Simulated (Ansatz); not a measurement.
C₂H₄O₃, SMILES `COC(=O)O` at its PBE0-D4/def2-TZVP geometry, where that method's forces vanish. Total charge 0; spin multiplicity 1.

```xyz
9

C    -1.1683    0.7323    0.1557
O     0.2300    0.5996    0.3923
C     0.7724   -0.4981   -0.1110
O     0.2014   -1.3567   -0.7268
O     2.0756   -0.4988    0.1795
H    -1.4571    1.6686    0.6272
H    -1.3745    0.7646   -0.9146
H    -1.7128   -0.1021    0.5990
H     2.4334   -1.3094   -0.2013
```

What forces (eV/Å) does ωB97M-V/def2-TZVPP give on these atoms in the Gaussian-basis code of Ansatz? (Estimate.)

Computed: 
```
C1  -0.320  0.040 -0.049
O2   0.130  0.128  0.102
C3  -0.038 -0.010 -0.013
O4  -0.076 -0.098 -0.073
O5   0.224 -0.088  0.000
H6   0.018 -0.087 -0.046
H7   0.019 -0.004  0.093
H8   0.049  0.071 -0.039
H9  -0.006  0.049  0.026
```
